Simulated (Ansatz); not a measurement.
C4H7N, SMILES `C=C=CCN`. Charge 0, multiplicity 1.

```tsv
atom	x (Å)	y (Å)	z (Å)
C1	2.2751	0.3844	-1.0973
C2	1.3000	-0.1139	-0.3960
C3	0.3174	-0.6120	0.2964
C4	-1.1302	-0.3128	0.0416
N5	-1.7494	0.1969	1.2561
H6	2.7473	1.3216	-0.8199
H7	2.6513	-0.1231	-1.9800
H8	0.5347	-1.2744	1.1318
H9	-1.2088	0.3535	-0.8284
H10	-1.6398	-1.2467	-0.2220
H11	-1.3536	1.0976	1.4963
H12	-2.7439	0.3289	1.1214
```

Task: What are the harmonic wavenumbers in cm⁻¹ at PBE0-D4/def2-TZVP (Ansatz, finite differences of forces, unscaled)? (An estimate is asked.)

Result: Computed: 82, 193, 269, 353, 369, 563, 601, 833, 875, 881, 914, 1014, 1060, 1096, 1156, 1169, 1288, 1357, 1415, 1482, 1497, 1652, 2074, 3000, 3055, 3142, 3155, 3218, 3525, 3611.

Task: Is this a minimum?

Result: Yes, all 30 modes are real.

Task: Give the ideal-gas thermochemistry at 298.15 K and 1 bar (rigid rotor, harmonic oscillator; point group C1, symmetry number 1).

Result: Zero-point energy 268.6 kJ/mol; H(298) − E = 287.0 kJ/mol; entropy 318.3 J/(mol·K), of which translation 161.7, rotation 106.8, vibration 49.7; G(298) − E = 192.1 kJ/mol. Modes under 100 cm⁻¹ are hindered rotations or soft bends, so the harmonic entropy is rough.

Task: And at 400, 500, 600, 800 and 1000 K?

Result: 
```tsv
T (K)	H − E (kJ/mol)	S (J/mol/K)	G − E (kJ/mol)
400	298.0	349.8	158.1
500	311.1	378.8	121.6
600	326.0	406.1	82.4
800	360.4	455.4	-3.9
1000	399.4	498.8	-99.4
```
